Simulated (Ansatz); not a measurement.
A nudged elastic band was laid between two geometries of C₃H₆FNO (12 atoms, charge 0, multiplicity 1).

All numbers below come from Ansatz 0.2.0, RKS PBE/STO-3G.

```
movable images  : 5
climbing image  : yes
spring          : 5.0 eV/Å²
optimiser       : quadratic models (default)
start path      : IDPP
force threshold : 0.05 eV/Å
iteration limit : 60
end points      : relaxed
```

Initial state:

```xyz
12
Properties=species:S:1:pos:R:3
C -1.116 -0.254 -0.989
C -0.007 -0.344 0.117
O 0.739 -1.578 -0.125
F -0.614 -0.382 1.434
C 0.922 0.938 0.226
N 0.972 1.562 1.388
H -1.820 0.565 -0.754
H -0.644 -0.053 -1.969
H -1.671 -1.209 -1.046
H 1.565 -1.451 0.493
H 1.518 1.249 -0.658
H 0.233 0.902 1.919
```

Final state:

```xyz
12
Properties=species:S:1:pos:R:3
C -1.042 -0.331 -1.045
C 0.105 -0.348 0.025
O 1.176 -1.187 -0.511
F -0.383 -0.904 1.273
C 0.603 1.088 0.483
N 0.527 1.382 1.767
H -0.713 0.243 -1.932
H -1.284 -1.365 -1.356
H -1.947 0.146 -0.624
H 1.958 -0.972 0.137
H 1.023 1.780 -0.276
H 0.056 0.414 2.093
```

(1) Which bonds break or form, and what moves?

(2) Give the energies along the band, and the barrier.

(3) What is the geometry of the highest image?

(4) What are the harmonic wavenumbers there?

The band took 6 iterations and about 70 core-seconds.

Results:

(1) No bond is made or broken. The dihedral H9–C1–C2–F4 goes from -70 to 51°. The two ends are copies of one structure, up to a mirror image or an exchange of like atoms.

(2) The forces met the threshold. The highest image is number 3 of 0 to 6, 0.055 eV above the ends, which have the same energy within 2 meV. A vibrational analysis at the climbing image gives one clearly imaginary mode, 144i cm⁻¹: a first-order saddle point. Limits of this set-up: minimal basis.

```tsv
image	path coordinate (Å)	energy (eV)	dihedral H9–C1–C2–F4 (°)
0	0.00	0.000	-70
1	0.57	0.014	-50
2	1.14	0.042	-30
3	1.71	0.055	-10
4	2.30	0.042	10
5	2.88	0.014	31
6	3.47	0.000	51
```

(3) 
```xyz
12
Properties=species:S:1:pos:R:3
C -1.065 -0.295 -1.048
C 0.080 -0.344 0.036
O 1.093 -1.276 -0.459
F -0.449 -0.817 1.302
C 0.684 1.066 0.448
N 0.634 1.407 1.721
H -1.318 0.751 -1.303
H -0.726 -0.820 -1.960
H -1.971 -0.797 -0.659
H 1.871 -1.119 0.212
H 1.151 1.699 -0.335
H 0.093 0.488 2.079
```

(4) 144i, 140, 286, 331, 370, 408, 470, 501, 620, 792, 817, 951, 974, 1114, 1213, 1229, 1238, 1272, 1479, 1510, 1613, 1619, 1623, 1658, 2967, 3251, 3340, 3422, 3429, 3563 cm⁻¹.

Run time: 74 s on 1 thread of Arm Neoverse V2, with other jobs on the host, peak memory 0.093 GiB.
